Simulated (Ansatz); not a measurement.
Relaxation of BCl2H (4 atoms, charge 0, multiplicity 1), to a largest force component of 0.03 eV/Å in at most 50 steps.

Method: RKS PBE0/def2-SVP (Ansatz 0.2.0).

```xyz
4
Properties=species:S:1:pos:R:3
B 0.181 0.000 0.270
H 0.010 0.000 1.449
Cl 1.895 0.000 -0.309
Cl -1.129 0.000 -0.858
```

Task: Where does it end, and by what steps?

Result: The run converged. After 3 steps the energy has fallen by 0.055 eV; Cl3 moved furthest, 0.04 Å.

```
step  energy less start (eV)  largest force component (eV/Å)  accepted
   0                  0.0000                           1.472       yes
   1                 -0.0379                           0.939       yes
   2                 -0.0514                           0.289       yes
   3                 -0.0552                           0.025       yes
```

```xyz
4
Properties=species:S:1:pos:R:3
B 0.215 0.000 0.266
H 0.001 0.000 1.447
Cl 1.858 0.000 -0.307
Cl -1.117 0.000 -0.853
```

Whether the end is a true minimum wasn't checked by a vibrational analysis.

The run took 7.1 s on 1 thread of Arm Neoverse V1, on a shared host, peak memory 0.1 GiB.
